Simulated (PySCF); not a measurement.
## O: ionisation energy

O [He] 2s2 2p4 (3P) → O⁺ [He] 2s2 2p3 (4S), as a difference of total energies. All numbers are calculated (PySCF 2.14, scalar relativity by spin-free X2C-1e, in x2c-TZVPall). Correlated levels: valence: 1s2 frozen. The calculations carry no spin-orbit coupling.

```json
{"method": "UHF", "ionisation energy (eV)": "12.007", "error (eV)": "-1.601"}
{"method": "LDA", "ionisation energy (eV)": "13.955", "error (eV)": "+0.347"}
{"method": "r2SCAN", "ionisation energy (eV)": "13.674", "error (eV)": "+0.066"}
{"method": "MP2 (valence)", "ionisation energy (eV)": "13.249", "error (eV)": "-0.359"}
{"method": "SCS-MP2 (valence)", "ionisation energy (eV)": "13.344", "error (eV)": "-0.264"}
{"method": "CCSD (valence)", "ionisation energy (eV)": "13.285", "error (eV)": "-0.323"}
{"method": "CCSD(T) (valence)", "ionisation energy (eV)": "13.320", "error (eV)": "-0.288"}
```

Reference: 13.608 eV (measured; NIST levels, between the centres of gravity of the two terms).

Errors of the correlated levels include the incompleteness of this basis and the frozen core.
